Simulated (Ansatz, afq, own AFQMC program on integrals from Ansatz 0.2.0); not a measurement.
AFQMC, coupled cluster and functionals along a coordinate of GeH4 + SiH, doublet

```yaml
atoms:
  - { symbol: Ge, position_ang: [-0.9272, 0.0141, 0.0000] }
  - { symbol: H, position_ang: [-1.4387, 1.4607, 0.0000] }
  - { symbol: H, position_ang: [-1.4387, -0.7092, 1.2528] }
  - { symbol: H, position_ang: [-1.4387, -0.7092, -1.2528] }
  - { symbol: H, position_ang: [0.6071, 0.0141, 0.0000] }
  - { symbol: Si, position_ang: [2.4298, 0.0141, 0.0000] }
  - { symbol: H, position_ang: [2.8262, -1.4654, 0.0000] }
```

A hydrogen atom is moved from one rigid fragment to the other; the Ge1–H5 distance tells how far. The two fragments are held close together, so this isn't a minimum-energy path and the start is a compressed complex. Energies in kJ/mol count from this geometry (1.534 Å) at the same level; the start stands on UHF, each point on the determinant named.

Basis cc-pVDZ. Only valence electrons are correlated. Ansatz 0.2.0 and our own AFQMC program on the same integrals; the CISD trial comes from CCSD amplitudes, and released means the phaseless constraint is let go. Uncertainties: one standard error, sampling alone. No spin–orbit coupling.

Cautions, each for one point or more: an unrestricted solution with more broken spin lies lower; higher spins were not checked; inner d shell frozen; no relativity below Rb; no spin-orbit coupling; strong correlation; unrestricted determinant spin contaminated.

| r(Ge1–H5) / Å | det. | T1 | weight | ⟨S²⟩ | CCSD(T) | ph-AFQMC/CISD | released AFQMC | CCSDT(Q) | PBE0 | PBE |
| --- | --- | --- | --- | --- | --- | --- | --- | --- | --- | --- |
| 1.644 | UHF | 0.019 | 0.85 | 0.77 | 6.4 | 6.8 ± 0.5 | 6.4 ± 0.5 | 6.0 | 3.4 | -0.3 |
| 1.698 | UHF | 0.019 | 0.85 | 0.77 | 15.3 | 14.4 ± 0.6 | 15.0 ± 0.5 | 14.7 | 11.0 | 5.2 |
| 1.753 | UHF | 0.019 | 0.85 | 0.77 | 27.7 | 27.8 ± 0.6 | 27.1 ± 0.6 | 26.9 | 22.2 | 14.3 |
| 1.808 | UHF | 0.019 | 0.85 | 0.78 | 43.5 | 43.5 ± 0.5 | – | 42.3 | 36.9 | 26.8 |
| 1.917 | UHF | 0.052 | 0.79 | 0.91 | 86.7 | 86.3 ± 0.7 | 84.5 ± 0.5* | 83.4 | 77.9 | 63.8 |

Weight is that of the determinant in the CISD state; at the start T1 is 0.018 and the weight 0.85, and ⟨S²⟩ is 0.78. An asterisk marks released energies that aren't shown to be converged. A dash marks a missing value, a released energy that hasn't settled or a functional that sits on another state. Largest departures from CCSDT(Q), at the points where its series has closed: CCSD(T) 1.2 kJ/mol at 1.808 (on UHF), ph-AFQMC/CISD 1.2 kJ/mol at 1.808 (on UHF), released AFQMC 0.3 kJ/mol at 1.644 (on UHF) (within the noise), PBE0 -5.4 kJ/mol at 1.808, PBE -15.5 kJ/mol at 1.808. Functionals count only at points shown to share the start's state and spin. In this small basis the wave-function levels are far from their limit, so their gap to the functionals isn't the functionals' error.

Some points may be missing: those where a free walk finds a much lower state, and past Zn most of those on another determinant than at the start.

CCSDT and higher add their correlation energy to the determinant of the CCSD(T) run, since their own runs factorise the integrals more tightly (a shift of under 2 meV). A walk keeps the symmetry of its determinant, which the program's search chose and which needn't be the lowest solution, so a lower state of the same spin and another symmetry isn't excluded.
